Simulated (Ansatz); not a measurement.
# Scan of [H···H···S], triplet

Starting geometry:

```xyz
3

H     0.0000    0.0000   -1.0457
H     0.0000    0.0000   -0.3007
S     0.0000    0.0000    1.3463
```

From there H2 is moved from one fragment to the other while all else, the fragments' distance too, stays fixed; atoms are numbered as listed. Energies are in kcal/mol, counted from the starting geometry at the same level. Kohn–Sham curves are unrestricted where that lies lower.

Basis cc-pVTZ; Ansatz 0.2.0. Only valence electrons are correlated (noble-gas cores frozen). Prefix R: restricted or restricted open-shell reference; prefix U: unrestricted.

A value is left out where its run failed or describes another state than the reference as far as symmetry and spin tell, or, spin-broken singlets apart, can't be checked.

Full CI isn't at hand for all of this; UCCSDT(Q) serves as the reference, and is uncertain by about the last step of the cluster series.

| distance H1-H2 (Å) | UCCSDT(Q) | SPW92 | PBE | r2SCAN | PBE0 | B3LYP | wB97M-V | B2PLYP | RPA-PBE |
| --- | --- | --- | --- | --- | --- | --- | --- | --- | --- |
| 0.693 | 0.6 | 2.9 | 2.0 | 1.7 | 1.5 | 1.2 | 0.8 | 0.9 | 0.7 |
| 0.745 | 0.0 | 0.0 | 0.0 | 0.0 | 0.0 | 0.0 | 0.0 | 0.0 | 0.0 |
| 0.783 | 0.7 | -0.9 | -0.3 | -0.1 | 0.1 | 0.2 | 0.5 | 0.5 | 0.6 |
| 0.821 | 2.0 | -1.0 | 0.1 | 0.4 | 0.7 | 1.1 | 1.6 | 1.5 | 1.8 |
| 0.859 | 3.6 | -0.5 | 1.0 | 1.2 | 1.8 | 2.4 | 3.1 | 3.0 | 3.4 |
| 0.898 | 5.4 | 0.4 | 2.3 | 2.4 | 3.2 | 3.9 | 4.7 | 4.6 | 5.1 |
| 0.936 | 7.2 | 1.7 | 3.7 | 3.7 | 4.6 | 5.5 | 6.4 | 6.2 | 6.9 |
| 0.974 | 8.9 | 3.2 | 5.4 | 5.1 | 6.2 | 7.3 | 8.1 | 7.8 | 8.7 |
| 1.012 | 10.7 | – | 7.3 | 6.7 | 8.0 | 9.2 | 9.9 | 9.6 | 10.6 |
